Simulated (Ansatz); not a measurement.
HO–OH, singlet: reading a ladder of total energies

Geometry: a PBE0/def2-TZVP stationary point for this spin, not checked as a minimum.

```yaml
atoms:
  - { symbol: O, position_ang: [0.0000, -0.1409, 0.7046] }
  - { symbol: O, position_ang: [0.0000, 0.1409, -0.7046] }
  - { symbol: H, position_ang: [0.0000, 0.7608, 1.0436] }
  - { symbol: H, position_ang: [0.0000, -0.7608, -1.0436] }
```

Basis cc-pVTZ; Ansatz 0.2.0. Only valence electrons are correlated (noble-gas cores frozen), which leaves 14 electrons in 86 orbitals. Prefix R: restricted or restricted open-shell reference.

Full CI isn't at hand for all of this; RCCSDT(Q) serves as the reference, and is uncertain by the last step of the cluster series or more.

RCCSD has a T1 diagnostic of 0.010 and a largest doubles amplitude of 0.06.

Runs differ by some tens of microhartree through their thresholds, so steps under 0.03 kcal/mol mean nothing.

| level | total energy (hartree) |
| --- | --- |
| RHF | -150.835624 |
| RMP2 | -151.330807 |
| RCCSD | -151.338307 |
| RCCSD(T) | -151.356437 |
| RCCSDT | -151.356411 |
| RCCSDT(Q) | -151.357659 |

Task: What is the correlation energy at RCCSDT(Q), and what share of it do RMP2 and RCCSDT recover?

Result: E(corr) = -151.357659 − (-150.835624) = -0.522035 hartree = -14.205 eV. RMP2: -0.495183 / -0.522035 = 94.86 %. RCCSDT: -0.520787 / -0.522035 = 99.76 %.

Task: By how many kcal/mol does RCCSD(T) miss RCCSDT(Q) (1 hartree = 627.509 kcal/mol), and which steps make up the rest?

Result: -151.356437 − (-151.357659) = 0.001222 hartree = 0.77 kcal/mol. Steps: RCCSDT − RCCSD(T) = 0.02, RCCSDT(Q) − RCCSDT = -0.78 kcal/mol. That is within 1 kcal/mol of the reference in this basis, which itself misses far more of the correlation at the basis-set limit.
